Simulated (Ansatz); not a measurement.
Write a Python script for the Python package of Ansatz (0.2.0) that makes an active-space calculation of ClH₂NSi, SMILES N[Si]Cl. Use: SC-NEVPT2, def2-SVP basis, multiplicity 1.

```xyz
5

N     0.0248    0.8338   -0.1203
Si    0.4143   -0.2076    1.1048
Cl    0.0262   -2.0790    0.3588
H    -0.9226    0.7276   -0.3919
H     0.5071    0.6516   -0.9928
```

The script, `cas_clh2nsi.py`:
```python
'''Static correlation in ClH2NSi: natural occupations of an active space.'''

import logging
import sys

import ansatz as az

logging.basicConfig(stream=sys.stdout, format='%(levelname)s:%(name)s:%(message)s')
log = logging.getLogger('ansatz_job')
log.setLevel(logging.INFO)

GEOMETRY = '''
N     0.02480    0.83380   -0.12030
Si    0.41430   -0.20760    1.10480
Cl    0.02620   -2.07900    0.35880
H    -0.92260    0.72760   -0.39190
H     0.50710    0.65160   -0.99280
'''

system = az.Crystal.molecule()
for line in GEOMETRY.strip().splitlines():
    symbol, *xyz = line.split()
    system = system.atom(symbol, [float(v) for v in xyz])

job = system.calculation()
job = job.basis(gaussian='def2-SVP').correlation(active_electrons=4, active_orbitals=5)
for method in ['sc_nevpt2']:
    rep = (job if method is None else job.correlation(method)).run(threads=1).report
    space = rep['configurations']
    state = space['states'][0]
    print(method or 'casscf', f'total {rep["free_energy_ev"] / 27.211386246:.6f} Ha, active-space state {state["energy"]["hartree"]:.6f} Ha, mean field {rep["reference_energy_ev"] / 27.211386246:.6f} Ha')
    print('  determinants', state['n_determinants'], ' natural occupations', [round(n, 3) for n in space['natural_occupations']])
print('effectively unpaired electrons, sum of min(n, 2 - n):', round(sum(min(n, 2 - n) for n in space['natural_occupations']), 3))
```

```console
$ python cas_clh2nsi.py
sc_nevpt2 total -804.164342 Ha, active-space state -803.828560 Ha, mean field -803.782476 Ha
  determinants 100  natural occupations [1.983, 1.901, 0.079, 0.02, 0.017]
effectively unpaired electrons, sum of min(n, 2 - n): 0.233
```

What to keep in mind:
- Total energies depend on the basis set; only differences at equal settings carry meaning.
- The geometry is a force-field or estimated start, not a minimum of this method, and the basis set is short of its limit. The active space starts as a window about the frontier orbitals and is then optimised, not chosen by chemistry.
- It ran for 4 s on 1 thread of Arm Neoverse V2, with other jobs on the host, peak memory 0.17 GiB.
